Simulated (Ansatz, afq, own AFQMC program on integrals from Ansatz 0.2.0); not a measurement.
AFQMC on a folder of integrals that Ansatz 0.2.0 wrote.

```yaml
crystal:
  periodic: [false, false, false]
  atoms:
    - {symbol: C, position_ang: [0.424804, 1.162288, -1.075362]}
    - {symbol: C, position_ang: [0.634362, 0.468258, 0.016980]}
    - {symbol: H, position_ang: [-0.473815, 1.024322, -1.690092]}
    - {symbol: H, position_ang: [1.143166, 1.919407, -1.429080]}
    - {symbol: H, position_ang: [1.395583, 0.388224, 0.793654]}
basis:
  gaussian: {orbitals: def2-TZVP}
magnetization: {spin_polarized: true, initial_magnetization: 1}
correlation: {method: ccsd_t, electrons: outside_noble_gas, hamiltonian_folder: ham}
```

```sh
$ ansatz run in.yaml --threads 2 --pin off --events-out ev --progress --plain --max-ram 34560MiB --backend cuda --devices 0, --max-vram 37GiB
```

Options of the walk:

```
--method phaseless --trial hf --walkers 2200 --populations 20 --least-time 40 --time-step 0.005 --steps-per-block 20 --equilibration-blocks 224 --max-blocks 4000 --target-error 0.001 --factor-cut 1e-05 --start spin_pure --seed 7317 --taylor-order 6
```

Times are imaginary, in 1/Eh. The walk had a cap of 194 s. With eight or more populations the least sampling time is a fifth of least-time, and the error comes from their spread.

```
orbitals 78  electrons 6 5  factors 541 of 541
reference energy -77.42071978 Eh
CCSD correlation -0.31165807 Eh in 12 cycles, weight of the determinant in the CISD state 0.8447
energy of the start -77.427208 Eh
 block  time / (1/Eh)  mean weight  energy / Eh
     1     0.100  1.0014  -77.511733
     2     0.200  1.0020  -77.572648
     3     0.300  1.0021  -77.612899
     4     0.400  1.0023  -77.637278
     5     0.500  1.0017  -77.659203
     8     0.800  1.0010  -77.702674
    19     1.900  1.0001  -77.745088
    46     4.600  0.9993  -77.756263
    73     7.300  1.0001  -77.749206
   100    10.000  1.0000  -77.747983
   127    12.700  0.9999  -77.757019
   154    15.400  0.9994  -77.755695
   181    18.100  0.9999  -77.744726
   208    20.800  1.0000  -77.754926
   235    23.500  0.9997  -77.744060
   262    26.200  1.0001  -77.746323
   289    28.900  1.0002  -77.741627
   298    29.800  1.0001  -77.738758
   316    31.600  0.9998  -77.742496
   343    34.300  1.0004  -77.753095
   361    36.100  1.0000  -77.750887
error from the spread of 20 populations
energy -77.747702 +/- 0.000918 Eh
(rows thinned)
```

(1) Estimate how long the walk took on 1 × NVIDIA H100 80GB HBM3 with 4 threads of AMD EPYC 7R13 Processor (Zen 3) (shared host) (the card was shared).

The run passed its tests (sampling time, drift between the halves within three errors, error under three times the target), which doesn't prove that it has relaxed.

Against this walk (error 25.0 meV) on the same determinant: CCSD(T) 56.3 meV higher, CCSDT(Q) 2.2 meV higher (within the noise), a separate phaseless walk with a CISD trial and standard settings 13.8 ± 25.5 meV higher (within the noise). The error is statistical and leaves out the bias of the constraint. The determinant has ⟨S²⟩ = 0.95, so the low cluster orders mix in higher spin (the high orders can go on to a lower state of that spin), while the walk starts as a pure doublet. None of these is a sure reference here.

Cautions: constraint bias not in the error; raised T1 diagnostic (T1 0.044, weight of the determinant 0.84, largest double 0.11); unrestricted determinant spin contaminated (⟨S²⟩ 0.95 against 0.75); the bias of populations of 110 walkers isn't removed.

Answers

(1) 40 s of wall time.

CCSDT and higher add their correlation energy to the determinant of the CCSD(T) run, since their own runs factorise the integrals more tightly (a shift of under 2 meV).
